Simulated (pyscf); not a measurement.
Single points on ωB97X-D3(BJ)/def2-SVP structures (PySCF, gas phase).

Problem. For the elementary gas-phase step CH₄ (SMILES C) + Cl–Sn(Cl)(Cl)–Cl (SMILES [Cl][Sn]([Cl])([Cl])[Cl]) → H₃C–Sn(Cl)(Cl)–Cl (SMILES [CH3][Sn]([Cl])([Cl])[Cl]) + HCl (SMILES Cl) (singlet surface; C–H, Cl–Sn broken, C–Sn, Cl–H formed), what barrier and reaction energy does ωB97M-D3(BJ)/def2-TZVP give, measured from the separated reactants?

Solution. ΔE‡ = 232.1 kJ/mol, ΔE = +77.6 kJ/mol. Zero-point energy shifts the barrier by -9.0 kJ/mol. It is a four-centre exchange, with an imaginary mode of 1341i cm⁻¹. On the product side the descent ends in a complex (not fully relaxed), 18.9 kJ/mol under the separated species and 161.4 kJ/mol under the saddle at ωB97X-D3(BJ)/def2-TZVP. This is the saddle that the search found; another between the same sides may lie lower. Elements past Kr carry the def2 core potentials, without spin-orbit coupling.
